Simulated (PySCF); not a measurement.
# 2,2,2-Trifluoroethylamine: full NMR table

| Property | Result |
| --- | --- |
| Formula | C2H4F3N |
| SMILES | NCC(F)(F)F |
| Point group of the computed structure | C1 |
| Degrees of unsaturation | 0 |
| Carbon signals | 2 |
| Proton signals | 2 |

Bonds (- single, = double, # triple, : aromatic): N1-C2 1.442 Å, C2-C3 1.511 Å, C3-F4 1.343 Å, C3-F5 1.341 Å, C3-F6 1.332 Å. N1 carries H7, H8; C2 carries H9, H10.

PySCF 2.14 calculation with geometry: PBE0-D3(BJ)/def2-TZVP and shieldings: GIAO B97-2/pcSseg-2; one averaged value for each set of equivalent atoms, gas phase, single conformer, non-relativistic Hamiltonian.

Shifts are taken against calculated references (same method and geometry level): ¹H (σref 31.64) and ¹³C (σref 185.38) against TMS; ¹⁹F (σref 175.98) vs CFCl3; NH3 for ¹⁵N (σref 261.75).

```tsv
carbon	δC, type	δH (multiplicity)	HMBC from (2–3 bonds)	span of the C tensor (ppm)
C2	49.4, CH2	3.21 (m)	–	38
C3	136.7, C	–	H9/H10	6
```

Other nuclei:
| atoms | nucleus | environment | δ (ppm) | σ (ppm) |
| --- | --- | --- | --- | --- |
| H7/H8 | ¹H | hydrogen on an amine nitrogen | 0.71 | 30.93 |
| F4/F5/F6 | ¹⁹F | fluorine of a CF3 group | -88.2 | 264.2 |
| N1 | ¹⁵N | amine nitrogen | 20.4 | 241.4 |

1. Carbon types of the structure: 1 × C, 1 × CH2, leaving 2 H on heteroatoms.
2. δC 136.7: CF3 carbon; 3 electronegative neighbours deshield it.
3. δC 49.4: sp3 CH2 bonded to N; the inductive effect lowers its shielding.
4. δH 3.21: hydrogen on an sp3 CH2 bonded to N; its carbon carries N, hence the downfield position.
5. δH 0.71: hydrogen on an amine nitrogen; exchangeable; this is the value without hydrogen bonding to other molecules.

OH and NH positions are those of a molecule without intermolecular hydrogen bonds; in solution they move with solvent, concentration and temperature, and exchange usually removes their couplings. Splittings by ¹⁹F in the carbon and heteronuclear signals aren't shown, as no couplings were computed. Shifts are as computed. Against solution values, carbons near 30 ppm lie about +3 ppm off and those near 130 ppm about +7 ppm. Of 1211 compounds with measured shifts, 218 miss one by over three times the rms of a fit or turn the order of signals round; such compounds aren't used in these exercises. Unscaled 19F shifts against computed CFCl3 carry errors that often reach 10 to 50 ppm. Experimental scales use liquid or dissolved standards, which lie at an offset from isolated NH3 (liquid NH3: subtract about 20 ppm).
